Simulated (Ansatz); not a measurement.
Relaxation of CH$_{6}$NSi (9 atoms, charge 0, multiplicity 2), to a largest force component of 0.015 eV/Å in at most 40 steps.

These are results of UKS revPBE-D4/6-31G* (Ansatz 0.2.0), not measurements.

```xyz
9
Properties=species:S:1:pos:R:3:forces:R:3
C -0.643 0.758 -0.826 -1.81 3.68 -0.51
Si 0.753 0.123 0.074 2.66 0.89 0.18
N 0.251 -1.081 1.156 -2.34 -2.50 0.57
H -1.139 0.031 -1.402 -1.06 -1.55 -0.94
H -0.381 1.564 -1.572 0.10 -0.41 0.50
H -1.416 1.276 -0.157 0.71 -0.67 -0.53
H 1.751 -0.505 -0.841 0.29 -0.08 -0.28
H -0.820 -1.071 1.164 1.48 -0.09 0.44
H 0.493 -2.042 0.811 -0.03 0.72 0.57
```

Task: Where does it end, and by what steps?

Result: The run converged. After 14 steps the energy has fallen by 0.653 eV; H9 moved furthest, 0.48 Å.

```tsv
step	energy less start (eV)	largest force component (eV/Å)	accepted
0	0.0000	3.679	yes
1	-0.3835	1.386	yes
2	-0.5112	0.300	yes
3	-0.5385	0.354	yes
4	-0.5376	0.567	no
5	-0.5722	0.529	yes
6	-0.5989	0.590	yes
7	-0.6450	0.214	yes
8	-0.5852	1.005	no
9	-0.6508	0.076	yes
10	-0.6506	0.147	no
11	-0.6530	0.019	yes
12	-0.6532	0.044	yes
13	-0.6532	0.036	no
14	-0.6533	0.005	yes
```

```xyz
9
Properties=species:S:1:pos:R:3
C -0.696 0.895 -0.931
Si 0.718 0.056 0.035
N 0.038 -1.362 0.848
H -1.164 0.174 -1.625
H -0.312 1.748 -1.516
H -1.476 1.280 -0.251
H 1.738 -0.514 -0.929
H -0.701 -1.192 1.536
H 0.705 -2.031 1.241
```

Whether the end is a true minimum wasn't checked by a vibrational analysis.

Time of the run: 28 s on 1 thread of Intel(R) Xeon(R) 6975P-C (Granite Rapids), on a shared host, peak memory 0.23 GiB.
